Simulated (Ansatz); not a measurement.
These are frozen-core CCSD(T)/def2-TZVPP // PBE0-D3(BJ)/def2-TZVP (Ansatz, a quantum-chemistry and plane-wave program) values and carry that method's errors.

Ansatz 0.2 input:
```yaml
crystal:
  periodic: [false, false, false]
  atoms:
    - { symbol: N, position_ang: [0.003249, -0.00482, 0.281627] }
    - { symbol: H, position_ang: [-0.650416, -0.678387, -0.098022] }
    - { symbol: H, position_ang: [-0.265245, 0.903781, -0.075387] }
    - { symbol: H, position_ang: [0.912411, -0.220574, -0.108219] }
basis:
  gaussian: { orbitals: def2-TZVPP }
correlation:
  method: ccsd_t
```

Output:

```
Functional definition: HF
416 factors; integrals over basis functions are off by at most 1.1e-3 eV
mean field evaluation 1: about -1528.0779 eV, gradient 3.0e1 eV
mean field evaluation 2: about -1528.0762 eV, gradient 3.0e1 eV
mean field evaluation 4: about -1529.8419 eV, gradient 1.6e0 eV
mean field evaluation 8: about -1529.8527 eV, gradient 5.6e-4 eV
mean field evaluation 16: about -1529.8522 eV, gradient 2.9e-1 eV
mean field -1529.85269743 eV, -56.2210496593 hartree, gradient 4.1e-6 eV, S^2 0.000000; 0 other end points of the search recorded, 0 dependent functions left out
1 core orbitals not correlated
reference -1529.85269743 eV, -56.2210496593 hartree; 4, 4 occupied and 68, 68 virtual orbitals, 416 factors
second order -6.38811315 eV of doubles, -0.00000000 eV of singles
cycle   1  -6.57720089 eV  change   -1.9e-1 eV  update   3.9e-2
cycle   2  -6.71040968 eV  change   -1.3e-1 eV  update   1.1e-2
cycle   3  -6.72845161 eV  change   -1.8e-2 eV  update   3.8e-3
cycle   4  -6.72889217 eV  change   -4.4e-4 eV  update   8.5e-4
cycle   5  -6.72905558 eV  change   -1.6e-4 eV  update   2.5e-4
cycle   6  -6.72906586 eV  change   -1.0e-5 eV  update   9.2e-5
cycle   7  -6.72906749 eV  change   -1.6e-6 eV  update   3.8e-5
cycle   8  -6.72905827 eV  change    9.2e-6 eV  update   9.4e-6
cycle   9  -6.72905503 eV  change    3.2e-6 eV  update   2.3e-6
perturbative correction -0.20699156 eV, -0.0076067994 hartree
Total energy: -1536.78874402 eV, -56.4759446700 hartree
```

Cost: roughly 1.3 core-seconds.
